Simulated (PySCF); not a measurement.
**Rotational lines of SiCl⁺**

Lines J+1 ← J of the vibrational ground state, computed from RHF-CCSD(T) constants of SiCl⁺, ¹Σ⁺ (singlet), closed shell (Si def2-SVP, Cl def2-SVP; no relativity (PySCF 2.14); masses 27.9769 and 34.9689 u), in MHz:

```
J   ν (MHz)
2   50043.4
3   66724.0
4   83403.9
5  100083.2
6  116761.7
```

(1) Find B0 and the effective bond length r0; with αe = 0.00139 cm⁻¹, find Re.

Correlated steps freeze 10 core orbitals. Correlated levels converge slowly with the basis: in double zeta they bind strong bonds too weakly, by up to about 1 eV, and carry superposition errors of some tenths. For an ion De counts to the pair picked by the measured ionisation energies or electron affinities, which need not be the lowest pair at this level. Where the molecule has an RHF reference, its open-shell atoms are computed with UHF.

## Answers

(1) ν = 2B0(J+1) − 4D(J+1)³ gives B0 = 0.27821 cm⁻¹. With the reduced mass μred = 15.542 u, r0 = √(16.8576/(μred·B0)) (u, cm⁻¹, Å) = 1.9745 Å. Be = B0 + αe/2 = 0.27891 cm⁻¹ gives Re = 1.972 Å.
